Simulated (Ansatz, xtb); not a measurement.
## Two isomers of C3H6FNO

Structure a is `[H]/N=C(/CO)CF`, a singlet and structure b is `N/C(=C\O)CF`, a singlet. Both are isolated molecules in the gas phase, relaxed with B3LYP/def2-SVP; each stands in its lowest conformer found.

Problem. Which of the two would you expect CCSD(T)/def2-SVP + ΔMP2/def2-TZVPP electronic energies to favour?

Solution. CCSD(T)/def2-SVP + ΔMP2/def2-TZVPP gives E(b) − E(a) = +1.42 kJ/mol, slightly favouring structure a, which is too small a margin to settle the true order.

The same difference at several levels:

| level | geometry | E(b) − E(a) (kJ/mol) | departure from the last row (kJ/mol) | job, with rough time for the two |
| --- | --- | --- | --- | --- |
| B3LYP/def2-SVP | B3LYP/def2-SVP | −6.01 | −7.43 | optimisation, 82 s |
| HF/def2-SVP | B3LYP/def2-SVP | +4.41 | +2.98 | part of the CCSD(T) run |
| MP2/def2-SVP | B3LYP/def2-SVP | −3.53 | −4.95 | part of the CCSD(T) run |
| CCSD(T)/def2-SVP | B3LYP/def2-SVP | +0.66 | −0.76 | single point |
| CCSD(T)/def2-SVP + ΔMP2/def2-TZVPP | B3LYP/def2-SVP | +1.42 |  | single point, 57 s |

As drawn, b has 1 C–N, 1 C=C, 1 N–H in place of 1 C=N, 1 C–C, 1 C–H.

The largest departure from CCSD(T)/def2-SVP + ΔMP2/def2-TZVPP is that of B3LYP/def2-SVP, 7.43 kJ/mol. No reliable frequencies are at hand for b, so it isn't confirmed as a minimum. Levels run at GFN2-xTB geometries aren't shown. The last row adds to CCSD(T) the change of the MP2 difference between the two basis sets, here +0.76 kJ/mol.

The correlated steps freeze 6 core orbitals. Codes used: Ansatz 0.2.0, xtb 6.7.1; the last row on 2 threads of Arm Neoverse V2 on a shared host.
